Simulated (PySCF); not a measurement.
# C3H3FO: the cost of one run

Programs: PySCF 2.14.0, with density-fitted response routines of our own. Each step states its level of theory. These are calculated values for one molecule in the gas phase, unless marked as measured. Atoms are numbered from 0 throughout.

### Step 1. The molecule as given

8 atoms, charge 0, multiplicity 1; geometry from: GFN2-xTB. The atoms were then displaced at random by about 0.01 Å, so the start is not that level's minimum.

Bonds of the start (Å): C0–C1 1.34, C1–C2 1.48, C2–O3 1.17, C2–F4 1.35, C0–H5 1.09, C0–H6 1.07, C1–H7 1.08.

### Step 2. Relaxing the molecule at PBE0-D3(BJ)/def2-SVP

The job: settings as JSON, then the geometry in Å.

```
{"job": {"xc": "PBE0", "basis": "def2-SVP", "d3": "d3bj", "grid": 1, "shake": 0.01, "kind": "geom"}, "charge": 0, "multiplicity": 1}
C      1.242580     0.134080    -0.239720
C      0.123060    -0.067080     0.474230
C     -1.207970    -0.092750    -0.167780
O     -1.455450     0.066470    -1.296420
F     -2.170230    -0.345120     0.751260
H      1.147020     0.326620    -1.309920
H      2.212870     0.183960     0.198060
H      0.163250    -0.225330     1.537820
```

The run is started by

```console
$ OMP_NUM_THREADS=1 python probes_run.py task.json out
```

The driver reads the jobs from task.json and runs them one after another.

Q: Estimate the wall time and peak memory of this first job on 1 thread of Arm Neoverse V1, shared host.

About 19 s, with a peak of 0.34 GiB.
